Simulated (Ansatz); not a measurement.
Ansatz (a quantum-chemistry and plane-wave program) input (RI-MP2/cc-pVTZ):
A basis named .json is the Basis Set Exchange file of that set.

Ansatz 0.2 input:
```yaml
crystal:
  periodic: [false, false, false]
  atoms:
    - {symbol: O, position_ang: [0.67531939, 0.08570826, 1.21578690]}
    - {symbol: C, position_ang: [0.06089834, 0.12797473, 0.10750752]}
    - {symbol: C, position_ang: [-0.32763936, 1.24106744, -0.61255944]}
    - {symbol: C, position_ang: [-0.29036899, -1.24656785, -0.50134071]}
    - {symbol: H, position_ang: [-0.90767409, -1.80678104, 0.20937975]}
    - {symbol: H, position_ang: [-0.85220183, 1.15134108, -1.55652673]}
    - {symbol: H, position_ang: [-0.11097141, 2.23680331, -0.23962904]}
    - {symbol: H, position_ang: [0.63084779, -1.82189023, -0.64414044]}
    - {symbol: H, position_ang: [-0.81989546, -1.17998507, -1.45702293]}
basis:
  gaussian:
    orbitals: cc-pVTZ
    fitting: {mean_field: def2-universal-jkfit, correlation: cc-pVTZ-RIFIT.json}
total_charge: -1
magnetization: {spin_polarized: false}
correlation: {method: mp2, electrons: outside_noble_gas}
```

Output:

```
Functional definition: HF
integrals: 0.14 GiB planned
392 factors; integrals over basis functions are off by at most 9.4e-1 eV
mean field: 0.37 GiB planned
mean field evaluation 1: about -5205.9633 eV, gradient 3.2e1 eV
mean field evaluation 2: about -5208.0199 eV, gradient 1.7e1 eV
mean field evaluation 4: about -5208.5493 eV, gradient 1.3e0 eV
mean field evaluation 8: about -5208.5537 eV, gradient 2.7e-6 eV
mean field -5208.55373792 eV, -191.4108193841 hartree, gradient 2.7e-6 eV, S^2 0.000000; 0 other end points of the search recorded, 0 dependent functions left out
4 core orbitals not correlated
474 factors; their error is unknown
reference -5208.55373792 eV, -191.4108193841 hartree; 12, 12 occupied and 174, 174 virtual orbitals, 474 factors
second order -20.55480257 eV of doubles, -0.00000000 eV of singles
Total energy: -5229.10854050 eV, -192.1661944461 hartree
```

It need not be the lowest isomer of its formula. Whether it binds its extra electron was not tested at this geometry.
